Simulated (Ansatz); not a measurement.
```yaml
crystal:
  periodic: [false, false, false]
  atoms:
    - {symbol: Te, position_ang: [0.000000, 0.000000, 0.000000]}
    - {symbol: H, position_ang: [0.000000, 0.000000, 1.690000]}
basis:
  gaussian: {orbitals: def2-TZVP}
magnetization: {spin_polarized: true, initial_magnetization: 1}
hamiltonian: {xc: pbe0}
relax: {f_tol: 0.004, max_steps: 80}
```

```sh
$ ansatz run in.yaml --threads 1 --pin off --events-out ev --progress --plain --max-ram 2176MiB
```

Steps of the relaxation (energy above the last step; positions in Å, forces in eV/Å):

```
2
step 1, 7.9 meV
Te    0.000    0.000    0.000    0.000    0.000    0.498
H     0.000    0.000    1.690    0.000    0.000   -0.498
```

```
2
step 2, 3.4 meV
Te    0.000    0.000    0.025    0.000    0.000   -0.350
H     0.000    0.000    1.665    0.000    0.000    0.350
```

```
2
step 3, 0.0 meV
Te    0.000    0.000    0.016    0.000    0.000   -0.014
H     0.000    0.000    1.674    0.000    0.000    0.014
```

```
2
step 5, 0.0 meV
Te    0.000    0.000    0.016    0.000    0.000    0.000
H     0.000    0.000    1.674    0.000    0.000    0.000
```

Close pairs at the end: Te1–H2 1.659 Å.

A stationary point of unrestricted PBE0 after 5 steps, with ⟨S²⟩ = 0.754 against 0.75 for a pure state. 3.5 s on 1 thread of Intel Xeon 6975P-C, shared host.
